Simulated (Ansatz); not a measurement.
hcp Hf was calculated with LDA (PAW; Ansatz, a first-principles code).

Settings: plane-wave cutoff 520 eV, 18×18×8 k mesh (along the axes of the cell as run), Fermi–Dirac smearing 0.1 eV, perturbation theory, scalar-relativistic PAW data made under PBE.

Computed at the level's own relaxed cell.

```yaml
crystal:
  lattice:
    - [3.11862, 0.00000, 0.00000]
    - [-1.55931, 2.70080, 0.00000]
    - [0.00000, 0.00000, 4.94518]
  atoms:
    - { symbol: Hf, position: [0.66667, 0.33333, 0.75000] }
    - { symbol: Hf, position: [0.33333, 0.66667, 0.25000] }
```

Harmonic phonon frequencies (cm⁻¹; i marks an imaginary mode):

| q point | frequencies |
|---|---|
| Γ | … |
| M | 60 68 120 126 133 139 |
| K | 102 102 113 113 113 159 |
| A | … |

Fill in the missing entries.


- Γ, frequencies: 0 0 0 70 70 116
- A, frequencies: 49 49 49 49 110 110

No imaginary mode appears at these points.
